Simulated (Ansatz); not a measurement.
bcc Fe

Computed with r²SCANh (PAW; Ansatz, a program for electronic structure).

Numerical settings: plane-wave cutoff 500 eV, 18×18×18 k mesh, Fermi–Dirac smearing 0.1 eV, spin-polarised with parallel moments, scalar-relativistic PAW data made under PBE.

Cell: relaxed with r²SCAN: a = b = c = 2.8671 Å, α = β = γ = 90.00°.

For bcc Fe, the magnetic moment per atom (the cell's total over its atoms) is 2.78 μB.

Note: exact exchange on metals is sensitive to the k mesh and can open a false gap; the run warned that the count of filled bands differs between k points; cell and atoms aren't relaxed at this level (pressure 4.0 GPa).

Moments are spin moments.

The computed numbers hold no vibrational or temperature effects.

It cost very roughly 13 core-minutes of CPU time.
